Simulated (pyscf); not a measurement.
Elementary routes open to `[F][SiH2][NH][SiH3]` + `[H][H]` in the gas phase (singlet surface):
A. `[NH2][SiH2][F]` + `[SiH4]` (N–Si, H–H broken; H–N, H–Si formed)
B. `[SiH3][NH][SiH3]` + `[FH]` (F–Si, H–H broken; H–Si, F–H formed)

PySCF, gas phase, ωB97X-D3(BJ)/def2-SVP geometries.

Task: Rank the routes by free-energy barrier at 900 K, lowest first, for ωB97M-D3(BJ)/def2-TZVP energies (ideal gas, 1 atm, RRHO with modes under 100 cm⁻¹ raised to 100, one conformer, R ln 2 for chiral ones without a mode under 150 cm⁻¹).

Result: A (342.7 kJ/mol), B (354.2 kJ/mol)

Route A is the fastest of these, ahead of the next by 11.6 kJ/mol. The most stable products are those of A (ΔG = +24.0 kJ/mol), so kinetics and thermodynamics agree. At 298 K A is still the fastest. Only these routes are compared; each barrier is that of the saddle found, and lower ones may exist.
